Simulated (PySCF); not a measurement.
# How the method moves the adiabatic energies of losing or gaining an electron of ethylene

Structure: `C=C` (C2H4).

All levels share the PBE0-D3(BJ)/ma-def2-SVP structures and the PBE0-D3(BJ)/ma-def2-SVP thermal terms; only the single-point energies (PySCF) change. Values are adiabatic energies of losing or gaining an electron (0 K, eV).

| level | ionisation energy to the radical cation | abs. error | time |
| --- | --- | --- | --- |
| PBE0-D3(BJ)/6-31G* | 10.04 | 0.47 | 2.9 s |
| PBE0-D3(BJ)/6-31G | 10.09 | 0.42 | 2.5 s |
| TPSS-D3(BJ)/ma-def2-TZVP (grid 3) | 10.15 | 0.36 | 31 s |
| BLYP-D3(BJ)/ma-def2-TZVP | 10.15 | 0.36 | 11 s |
| r2SCAN-D3(BJ)/ma-def2-TZVP (grid 3) | 10.16 | 0.35 | 29 s |
| M06/ma-def2-TZVP (grid 3) | 10.18 | 0.33 | 26 s |
| PBE0-D3(BJ)/aug-pcseg-1 | 10.21 | 0.31 | 6.4 s |
| PBE0-D3(BJ)/ma-def2-TZVP | 10.21 | 0.30 | – |
| PBE0-D3(BJ)/jun-cc-pV(T+d)Z | 10.21 | 0.30 | 11 s |
| PBE0-D3(BJ)/def2-SV(P) | 10.21 | 0.30 | 2.8 s |
| OPBE/ma-def2-TZVP | 10.23 | 0.29 | 11 s |
| M06-2X/ma-def2-TZVP (grid 3) | 10.25 | 0.26 | 23 s |
| ωB97M-D3(BJ)/ma-def2-TZVP (grid 3) | 10.31 | 0.20 | 23 s |
| BP86-D3(BJ)/ma-def2-TZVP | 10.35 | 0.16 | 11 s |
| ATcT 1.112 | 10.51 |  |  |

Times are wall times for all single points of a level on 1 thread of Arm Neoverse V1, a shared host; the dash marks the run that also made the structures. BLYP, BP86, OPBE, TPSS, r2SCAN ran on a slower path of this set-up, which computes the density-fitting integrals anew in every SCF cycle while the other levels store them. So the times needn't show the usual order of cost, and those levels read slower than they are.

The spread: 0.31 eV, from 10.04 to 10.35.
